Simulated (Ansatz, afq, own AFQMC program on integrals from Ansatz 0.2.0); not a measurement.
# AFQMC, coupled cluster and functionals along a coordinate of SiGeH$_{2}$, triplet

| atom | x (Å) | y (Å) | z (Å) |
| --- | --- | --- | --- |
| Si | 0.0000 | -0.1395 | 1.6714 |
| Ge | 0.0000 | 0.0566 | -0.6618 |
| H | 0.0000 | 1.2679 | 2.2283 |
| H | 0.0000 | -1.4615 | -1.1039 |

The Si1–Ge2 distance is changed with both sides rigid. Energies in mEh count from this geometry (2.341 Å) at the same level; the start stands on UHF, each point on the determinant named.

Basis cc-pVDZ. Only valence electrons are correlated. AFQMC by an in-house program on the Cholesky factors that Ansatz 0.2.0 writes for its CCSD(T) run. ph-AFQMC/CISD is guided by a CISD state made of CCSD amplitudes; releasing the constraint for a short imaginary time cuts its bias at the price of noise, slowly where states lie close. ± is one standard error of the sampling. No spin–orbit coupling.

Cautions, each for one point or more: cluster runs in doubt by the program's own checks; higher spins were not checked; inner d shell frozen; lower spins were not checked; no relativity below Rb; no spin-orbit coupling; raised T1 diagnostic; released walk and highest rung disagree; the search met a lower determinant of the same kind, perhaps of another symmetry, and this one is a saddle point; unrestricted determinant slightly spin contaminated.

| r(Si1–Ge2) / Å | det. | T1 | weight | ⟨S²⟩ | r2SCAN | B3LYP | CCSD(T) |
| --- | --- | --- | --- | --- | --- | --- | --- |
| 2.111 | UHF | 0.027 | 0.86 | 2.04 | 14.8 | 17.2 | 19.6 |
| 2.521 | UHF | 0.047 | 0.82 | 2.04 | 4.2 | 2.4 | 2.3 |
| 3.180 | UHF | 0.032 | 0.82 | 2.08 | 45.1 | 38.4 | 41.2 |
| 4.370 | UHF | 0.017 | 0.86 | 2.03 | 90.0 | 77.3 | 71.7 |

(1) Estimate the curve of CCSDT(Q), counted from the same start.

## Answers

(1) 
| r(Si1–Ge2) / Å | det. | T1 | weight | ⟨S²⟩ | CCSDT(Q) | ph-AFQMC/CISD | released AFQMC |
| --- | --- | --- | --- | --- | --- | --- | --- |
| 2.111 | UHF | 0.027 | 0.86 | 2.04 | 20.0 | 18.1 ± 0.5 | 19.7 ± 0.8* |
| 2.521 | UHF | 0.047 | 0.82 | 2.04 | 1.9 | 0.9 ± 0.7 | 1.6 ± 0.9* |
| 3.180 | UHF | 0.032 | 0.82 | 2.08 | 39.8 | 42.2 ± 0.7 | 42.2 ± 1.1* |
| 4.370 | UHF | 0.017 | 0.86 | 2.03 | 72.3 | 72.5 ± 0.6 | 72.5 ± 0.7* |

Weight is that of the determinant in the CISD state; at the start T1 is 0.037 and the weight 0.84, and ⟨S²⟩ is 2.04. An asterisk marks released energies that aren't shown to be converged. Largest departures from CCSDT(Q), at the points where its series has closed: CCSD(T) -0.6 mEh at 4.370 (on UHF), ph-AFQMC/CISD -1.8 mEh at 2.111 (on UHF), r2SCAN 17.7 mEh at 4.370, B3LYP 4.9 mEh at 4.370. Functionals count only at points shown to share the start's state and spin. In this small basis the wave-function levels are far from their limit, so their gap to the functionals isn't the functionals' error. In total energy ph-AFQMC/CISD lies 45 ± 10 meV above CCSDT(Q) at the start, so its agreement along the curve rests in part on cancellation.

CCSDT and higher add their correlation energy to the determinant of the CCSD(T) run, since their own runs factorise the integrals more tightly (a shift of under 2 meV). A walk keeps the symmetry of its determinant, which the program's search chose and which needn't be the lowest solution, so a lower state of the same spin and another symmetry isn't excluded.
